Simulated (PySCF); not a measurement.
**From one method to the next for H2OS**

What do other methods print for H2OS?

Computed with PySCF 2.14.0. Level: method and basis as typed in the scripts.

1 further run of the same task is left out (it didn't finish).

**1. The starting structure**

H2OS: 4 atoms, charge 0, spin multiplicity 1.

Bond lengths: S1–O2 1.476 Å, S1–H3 1.382 Å, S1–H4 1.382 Å. Angles: O2–S1–H3 108.8°, O2–S1–H4 108.8°, H3–S1–H4 87.1°.

Geometry (Å):

```xyz
4
charge 0, multiplicity 1
S     0.19640    0.34020   -0.23150
O    -0.46730   -0.80940    0.41450
H     1.41720    0.55010    0.38050
H    -0.23220    1.50240    0.38050
```

**2. The base run**

input.py reads:

```python
from pyscf import gto, scf

mol = gto.M(
    atom='S 0.1964 0.3402 -0.2315; O -0.4673 -0.8094 0.4145; H 1.4172 0.5501 0.3805; H -0.2322 1.5024 0.3805',
    basis='pcseg-1',
    charge=0,
    spin=0,
    verbose=4,
)
mf = scf.RHF(mol)
mf.kernel()
mf.stability(internal=True, external=True)
mf.dip_moment()
print('orbital energies (hartree):', mf.mo_energy[..., max(0, mol.nelec[1]-3):mol.nelec[0]+3].round(4))
```

Launch:

```bash
$ OMP_NUM_THREADS=1 python input.py
```

**3. EOM-EE**

Edit 1 changes step after the SCF: stability → eomee; frozen orbitals: none → 6; number of roots: none → 3.

input.py: that of step 2 with these lines changed.

```diff
@@ -1,2 +1,2 @@
-from pyscf import gto, scf
+from pyscf import gto, scf, cc
 
@@ -11,3 +11,6 @@
 mf.kernel()
-mf.stability(internal=True, external=True)
+mycc = cc.CCSD(mf, frozen=6)
+mycc.kernel()
+e = mycc.eeccsd(nroots=3)[0]
+print('roots (eV) =', (e*27.211386).round(3))
 mf.dip_moment()
```

**4. Pw91 (RKS)**

Edit 2 changes functional: none (Hartree–Fock) → pw91; SCF type: RHF → RKS; step after the SCF: stability → analyze.

input.py reads:

```python
from pyscf import gto, dft

mol = gto.M(
    atom='S 0.1964 0.3402 -0.2315; O -0.4673 -0.8094 0.4145; H 1.4172 0.5501 0.3805; H -0.2322 1.5024 0.3805',
    basis='pcseg-1',
    charge=0,
    spin=0,
    verbose=4,
)
mf = dft.RKS(mol, xc='pw91')
mf.kernel()
mf.analyze()
print('orbital energies (hartree):', mf.mo_energy[..., max(0, mol.nelec[1]-3):mol.nelec[0]+3].round(4))
```

**5. Polarisability**

Edit 3 changes step after the SCF: stability → polarizability.

input.py: that of step 2 with these lines changed.

```diff
@@ -1,2 +1,3 @@
 from pyscf import gto, scf
+from pyscf.prop.polarizability import rhf as pol
 
@@ -11,3 +12,4 @@
 mf.kernel()
-mf.stability(internal=True, external=True)
+print('polarizability (a.u.)')
+print(pol.Polarizability(mf).polarizability().round(4))
 mf.dip_moment()
```

**6. Population analysis**

Edit 4 changes step after the SCF: stability → analyze.

input.py: that of step 2 with these lines changed.

```diff
@@ -11,4 +11,3 @@
 mf.kernel()
-mf.stability(internal=True, external=True)
-mf.dip_moment()
+mf.analyze()
 print('orbital energies (hartree):', mf.mo_energy[..., max(0, mol.nelec[1]-3):mol.nelec[0]+3].round(4))
```

**7. TDHF**

Edit 5 changes step after the SCF: stability → tddft; number of roots: none → 8.

input.py: that of step 2 with these lines changed.

```diff
@@ -1,2 +1,2 @@
-from pyscf import gto, scf
+from pyscf import gto, scf, tdscf
 
@@ -11,3 +11,6 @@
 mf.kernel()
-mf.stability(internal=True, external=True)
+td = tdscf.TDHF(mf)
+td.nstates = 8
+td.kernel()
+td.analyze()
 mf.dip_moment()
```

**Question.** What will these runs give? Wanted: for each run, E(SCF); from base; gap; SCF dipole; after the SCF.

The runs gave:

```tsv
run	E(SCF) (hartree)	from base (eV)	cycles	gap (eV)	SCF dipole (D)	after the SCF
base	-473.410797	0	10	14.01	4.24	stable
EOM-EE	-473.410797	0.0000	10	14.01	4.24	CCSD correlation -9.432 eV, core frozen, first root 5.13 eV
pw91 (RKS)	-474.478911	not comparable	11	4.99	3.25	n/a
polarisability	-473.410797	0.0000	10	14.01	4.24	n/a
population analysis	-473.410797	0.0000	10	14.01	4.24	n/a
TDHF	-473.410797	0.0000	10	14.01	4.24	lowest root found 6.63 eV
```

In words: A lower total energy from another functional means nothing by itself.
